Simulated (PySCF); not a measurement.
A species of formula C4H5P has this rotational fingerprint, computed with PBE0-D3(BJ)/def2-SVP geometry optimisation, gas phase (PySCF):

```
Rotational constants : A = 7360, B = 5059, C = 3065 MHz
Dipole components    : |μa| = 0.50 D, |μb| = 0.00 D, |μc| = 0.54 D
Inertial defect      : -3.69 u·Å²
κ                    : -0.07
```

Task: Which candidate fits, each taken in the one conformer that was computed?
A. `[CH2:1]=[CH:2][P:3]1[CH:4]=[CH:5]1` with C1–C2–P3–C4 -159°
B. `c1cc[pH]c1`

Result: B. It is c1cc[pH]c1, an asymmetric top, point group Cs. The candidates at the same level (rigid rotor, commonest isotopes):

```csv
SMILES,A (MHz),B (MHz),C (MHz),μa (D),μb (D),μc (D),Δ (u·Å²),point group,rotor
C=CP1C=C1,12672,2587,2463,0.38,1.38,0.00,-29.99,Cs,near-prolate asymmetric top
c1cc[pH]c1,7360,5059,3065,0.50,0.00,0.54,-3.69,Cs,asymmetric top
```

`C=CP1C=C1` has A 72 % too high. In the right answer the mirror of this Cs structure is the ac plane, so μb vanishes by symmetry. No structure here is proved a minimum.
